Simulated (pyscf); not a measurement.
Structures and frequencies: ωB97X-D3(BJ)/def2-SVP in PySCF.

Q: Estimate by transition-state theory the rate constant of HO–AsH₂ (SMILES O[AsH2]) + SiH₄ (SMILES [SiH4]) → H₃Si–O–AsH₂ (SMILES [SiH3]O[AsH2]) + H₂ (SMILES [H][H]) (singlet surface; H–O, H–Si broken, O–Si, H–H formed) at 900 K, with ωB97M-D3(BJ)/def2-TZVP energies (ideal gas, 1 atm, RRHO with modes under 100 cm⁻¹ raised to 100, one conformer, R ln 2 for chiral ones without a mode under 150 cm⁻¹; no tunnelling).

A: The electronic barrier is 32.6 kcal/mol and the thermal terms add +26.5, so ΔG‡ = 59.1 kcal/mol. With k_BT/h = 1.88e+13 s⁻¹ and RT = 1.788 kcal/mol, and a volume of 1.23e-19 cm³ per molecule at 1 atm, k = 1.0e-20 cm³ molecule⁻¹ s⁻¹. Wigner's tunnelling factor for 1259i cm⁻¹ would be 1.17. A shift of 1 kcal/mol in the barrier changes k by a factor 1.7. The same reactants have a lower exit, to AsH₃ + HO–SiH₃ (barrier +26.0 kcal/mol at ωB97M-D3(BJ)/def2-TZVP, against +32.6 kcal/mol here). H₃Si–O–AsH₂ lies 10.7 kcal/mol over its isomer HO–SiH₂–AsH₂ (electronic energy, ωB97M-D3(BJ)/def2-TZVP). This is the saddle that the search found; another between the same sides may lie lower. Elements up to Kr have no core potential and no relativistic terms here.
